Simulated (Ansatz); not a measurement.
We consider rock-salt GdN, described by BLYP (plane waves, PAW; Ansatz, a quantum-chemistry and plane-wave program).

Input:

Ansatz 0.2 input:
```yaml
crystal:
  lattice:
    - [0.0, 2.522551638, 2.522551638]
    - [2.522551638, 0.0, 2.522551638]
    - [2.522551638, 2.522551638, 0.0]
  atoms:
    - { symbol: Gd, position: [0.0, 0.0, 0.0], spin: 7.0 }
    - { symbol: N, position: [0.5, 0.5, 0.5], spin: 0.0 }
basis:
  ecutwfc: 520
  ecutrho_ratio: 4
  xc_grid: 2
kpoints:
  mp_grid: { grid: [12, 12, 12] }
  band_path:
    path:
      - [0.0, 0.0, 0.0]
      - [0.041667, 0.0, 0.041667]
      - [0.083333, 0.0, 0.083333]
      - [0.125, 0.0, 0.125]
      - [0.166667, 0.0, 0.166667]
      - [0.208333, 0.0, 0.208333]
      - [0.25, 0.0, 0.25]
      - [0.291667, 0.0, 0.291667]
      - [0.333333, 0.0, 0.333333]
      - [0.375, 0.0, 0.375]
      - [0.416667, 0.0, 0.416667]
      - [0.458333, 0.0, 0.458333]
      - [0.5, 0.0, 0.5]
      - [0.541667, 0.083333, 0.541667]
      - [0.583333, 0.166667, 0.583333]
      - [0.625, 0.25, 0.625]
      - [0.375, 0.375, 0.75]
      - [0.346154, 0.346154, 0.692308]
      - [0.317308, 0.317308, 0.634615]
      - [0.288462, 0.288462, 0.576923]
      - [0.259615, 0.259615, 0.519231]
      - [0.230769, 0.230769, 0.461538]
      - [0.201923, 0.201923, 0.403846]
      - [0.173077, 0.173077, 0.346154]
      - [0.144231, 0.144231, 0.288462]
      - [0.115385, 0.115385, 0.230769]
      - [0.086538, 0.086538, 0.173077]
      - [0.057692, 0.057692, 0.115385]
      - [0.028846, 0.028846, 0.057692]
      - [0.05, 0.05, 0.05]
      - [0.1, 0.1, 0.1]
      - [0.15, 0.15, 0.15]
      - [0.2, 0.2, 0.2]
      - [0.25, 0.25, 0.25]
      - [0.3, 0.3, 0.3]
      - [0.35, 0.35, 0.35]
      - [0.4, 0.4, 0.4]
      - [0.45, 0.45, 0.45]
      - [0.5, 0.5, 0.5]
      - [0.5, 0.46875, 0.53125]
      - [0.5, 0.4375, 0.5625]
      - [0.5, 0.40625, 0.59375]
      - [0.5, 0.375, 0.625]
      - [0.5, 0.34375, 0.65625]
      - [0.5, 0.3125, 0.6875]
      - [0.5, 0.28125, 0.71875]
      - [0.5, 0.25, 0.75]
      - [0.5, 0.2, 0.7]
      - [0.5, 0.15, 0.65]
      - [0.5, 0.1, 0.6]
      - [0.5, 0.05, 0.55]
    npoints: 1
hamiltonian:
  xc: blyp
  dispersion: none
  pseudopotentials: { kind: paw }
scf:
  occupations: { method: fermi_dirac, width: 0.01 }
  convergence: { dr2_threshold: 0.0000000002 }
output:
  forces: true
  stress: true
  eigenvalues: true
  write_bands: true
magnetization:
  spin_polarized: true
```

The run printed, among other lines:

```
Crystal: 2 atoms, lattice volume = 32.103 Å³
Basis set: ecut = 520 eV, 869 PW (Γ), exchange–correlation on 54×54×54 points (8 copies of the dense FFT grid, shifted against one another)
Bands: 19, of which v1, the nominal top of the filled ones, is band 12 counted from 1 (11 counted from 0)
Symmetry: 48 space group operations
Space group: Fm-3m (ITA 225), of the structure as read, at distance tolerance 3.2e-5 Å
k-points: 72 of 1728
Initial density: superposition of atomic densities (chi_scale 0.1, normalization cell, long waves kept (reshape's long-wave potential 0.00 eV rms))
Functional: x = b88, c = lyp
SCF 1 converged in 11 iterations: F = -9742.059006 eV  dr2 = 5.67e-12
SCF converged after 11 iterations
Magnetization: 7.0000 μB (15.0000 up, 8.0000 down)
Free energy (F): -9742.059006 eV
Internal energy: -9742.058957 eV  (E = F + TS)
E sigma→0 (E₀):  -9742.058982 eV
Fermi energy:    14.410282 eV
--- Forces (eV/Å), atoms counted from 1 ---
  atom   1  Gd    -0.00000000     0.00000000     0.00000000
  atom   2  N      0.00000000    -0.00000000    -0.00000000
--- Stress (GPa, compression-positive) ---
        0.000339       0.000000      -0.000000
        0.000000       0.000339       0.000000
        0.000000      -0.000000       0.000339
  P = ⅓ Tr σ = 0.0003 GPa (0.003 kbar)
```

The PAW data were made under PBE.

Note: the 4f shell is treated without U or exact exchange, so its levels and filling can be wrong.
